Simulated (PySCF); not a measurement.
Consider sulfur oxide, `[O][S]` (OS, triplet). Coordinates in Å; atoms count from 1 in this order:
```
O     0.7540   -0.0059   -0.0057
S    -0.7476    0.0082   -0.0226
```

Energies: B3LYP-D3(BJ)/ma-def2-TZVP (PySCF, density fitting, integration grid level 2) on PBE0-D3(BJ)/ma-def2-SVP structures. Thermal corrections: PBE0-D3(BJ)/ma-def2-SVP frequencies, unscaled, ideal gas at 298.15 K and 1 bar, quasi-RRHO entropy.

Q: What are the vertical and the adiabatic ionisation energy for forming the radical cation?

A: 10.74 eV vertical and 10.56 eV adiabatic, the latter with zero-point energy.

Q: Where does the unpaired spin of the relaxed radical cation sit?

A: S2 (sulfur bonded to oxygen) 0.64, O1 (oxygen on the chalcogen) 0.36 (intrinsic atomic orbital populations).

Q: What are the vertical and the adiabatic electron affinity for forming the radical anion?

A: 1.07 eV vertical and 1.19 eV adiabatic, the latter with zero-point energy.

Q: Where does the unpaired spin of the relaxed radical anion sit?

A: S2 (sulfur bonded to oxygen) 0.54, O1 (oxygen on the chalcogen) 0.46 (intrinsic atomic orbital populations).
